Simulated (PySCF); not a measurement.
Diamond-structure Si: correlation energy from several methods in one and the same small orbital space (PySCF; 2 atoms at the zone centre, 8 electrons in 22 orbitals, empty ones MP2 natural orbitals of a TZ basis, lattice constant set to 5.2671 Å). Its volume lies 9 % below that of the crystal's usual cell. It tests the methods against each other and lies far from the crystal's limit.

Full CI gives -2.4409 eV per atom.

Question: What share of it do MP2, CCSD, CCSD(T), CCSDT, CCSDT(Q) recover?

Answer: MP2 65.6 %; CCSD 97.7 %; CCSD(T) 99.2 %; CCSDT 99.7 %; CCSDT(Q) 99.9 %.

```tsv
method	E_corr (eV per atom)	share of full CI (%)	error (meV)
MP2	-1.6014	65.6	839
CCSD	-2.3854	97.7	55
CCSD(T)	-2.4210	99.2	20
CCSDT	-2.4341	99.7	7
CCSDT(Q)	-2.4380	99.9	3
full CI	-2.4409	100.0	0
```

The Hartree–Fock determinant has a weight of 0.85 in the full CI state.

MP2, (T) and (Q) use filled levels shifted down by the Madelung term, which in so small a cell is a large part of the gap, so these rows hang on it.
